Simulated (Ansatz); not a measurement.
Zinc-blende HgS (metastable phase), treated with B3LYP (VWN-RPA form) (Ansatz, a first-principles code, PAW).

Settings: plane-wave cutoff 460 eV, 8×8×8 k mesh, Fermi–Dirac smearing 0.01 eV, scalar-relativistic PAW data made under PBE.

Cell (relaxed at this level):

```cif
data_Hg4S4
_chemical_formula_sum 'Hg4 S4'
_space_group_name_H-M_alt 'F-43m'
_space_group_IT_number 216
_space_group_name_Hall 'F -4 2 3'
_cell_length_a 6.03909
_cell_length_b 6.03909
_cell_length_c 6.03909
_cell_angle_alpha 90.000
_cell_angle_beta 90.000
_cell_angle_gamma 90.000
loop_
_atom_site_label
_atom_site_type_symbol
_atom_site_symmetry_multiplicity
_atom_site_Wyckoff_symbol
_atom_site_fract_x
_atom_site_fract_y
_atom_site_fract_z
_atom_site_occupancy
Hg1 Hg 4 a 0.00000 0.00000 0.00000 1
S1 S 4 d 0.75000 0.75000 0.75000 1
```
(The calculation used a cell of 2 atoms; values per cell refer to that cell.)

Q: Give the computed bulk modulus, band gap and pressure derivative B′ of the bulk modulus.

A: 
- bulk modulus = 50.7 GPa
- band gap = 0.40 eV (on the SCF k mesh)
- pressure derivative B′ of the bulk modulus = 4.8

Note: the cell is over a tenth larger than the published one: the level's own overestimate first of all, though another phase or state, or a fault of the published cell, is possible.

Spin–orbit coupling is not included.

Static lattice: no zero-point or thermal effects.
